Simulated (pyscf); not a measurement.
H₃C–SiH(CH₃)–CH₃ (SMILES C[SiH](C)C) + H• (SMILES [H]) → H₃C–Si•(CH₃)–CH₃ (SMILES C[Si](C)C) + H₂ (SMILES [H][H]), a hydrogen abstraction (doublet surface; H–Si broken, H–H formed). PySCF, gas phase, ωB97X-D3(BJ)/def2-SVP geometries. Energies in eV from the separated reactants.

Small-basis levels: PySCF, no dispersion term, spherical d functions. Open shells are spin-unrestricted. 

In single points BP86/6-31G* puts the saddle at -0.10 eV and the reaction energy at -0.69 eV. Should these be trusted to within a few kcal/mol? Compare with ωB97M-D3(BJ)/def2-TZVP.

ωB97M-D3(BJ)/def2-TZVP gives ΔE‡ = 0.19 eV and ΔE = -0.37 eV. BP86/6-31G* lies 0.29 eV under it in the barrier and 0.31 eV under it in the reaction energy, so on this step it does not hold to within 0.13 eV. At BP86/6-31G* this geometry lies under one side, so its ΔE‡ may be no barrier of that level. ωB97M-D3(BJ)/def2-TZVP has limits of its own. One saddle was located; it need not be the lowest between these sides. The angle at the transferred H is 180°.
